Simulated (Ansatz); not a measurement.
NS⁻, triplet: the ladder up to UCCSDT(Q)

Geometry: that of the NS⁻, singlet, kept fixed.

```yaml
atoms:
  - { symbol: N, position_ang: [0.0000, 0.0000, 0.0000] }
  - { symbol: S, position_ang: [0.0000, 0.0000, 1.5534] }
```

Basis aug-cc-pVDZ; Ansatz 0.2.0. Correlated methods freeze the noble-gas cores, which leaves 12 electrons in 44 orbitals. Prefix R: restricted or restricted open-shell reference; prefix U: unrestricted. Active spaces: valence = (12e, 8o) chosen from the atoms' valence shells.

Full CI isn't at hand for all of this; UCCSDT(Q) serves as the reference, and is uncertain by the last step of the cluster series or more. The frozen core follows each run's orbitals, which can shift R against U totals by a few meV.

For open shells CISD is restricted-active-space CI with the open shells as a complete middle space.

The UHF ⟨S²⟩ is 2.061, the T1 diagnostic (RCCSD) is 0.0504 and the largest doubles amplitude (RCCSD) is 0.035. The T1 diagnostic (UCCSD) is 0.0382.

| level | E − E(UCCSDT(Q)) (mEh) | share of correlation (%) | wall time |
| --- | --- | --- | --- |
| RHF | 331.37 | 0.00 | – |
| UHF | 314.31 | 5.15 | – |
| RMP2 | 37.32 | 88.74 | – |
| UMP2 | 41.85 | 87.37 | – |
| CISD | 45.13 | 86.38 | 15 s |
| RCCSD | 15.61 | 95.29 | – |
| UCCSD | 14.90 | 95.50 | – |
| RCCSD(T) | 2.18 | 99.34 | 8.5 s |
| UCCSD(T) | 2.28 | 99.31 | 4.1 s |
| BCCD(T) | 2.01 | 99.39 | 8.5 s |
| RCCSDT | 1.36 | 99.59 | – |
| UCCSDT | 1.24 | 99.63 | – |
| RCCSDT(Q) | 0.12 | 99.96 | 94 s |
| CASSCF (valence space) | 285.04 | 13.98 | – |
| NEVPT2 (valence space) | 61.40 | 81.47 | 3.8 s |
| MRCISD (valence space) | 34.36 | 89.63 | – |
| MRCISD+Q (valence space) | 7.24 | 97.82 | 6 s |

The correlation energy at UCCSDT(Q), counted from RHF, is -9.017 eV. That run took 76 s on 1 thread of Arm Neoverse N1, shared host.

Times hold each run's SCF and search for its determinant on a shared host, so for small cases they say little of a method's own cost; they ran on 1 thread of Arm Neoverse N1.

Natural occupations of CASSCF (valence space) about the gap: 1.979 1.979 1.967 1.021 1.021 0.037; effectively unpaired electrons, Σ n²(2−n)², 2.01.
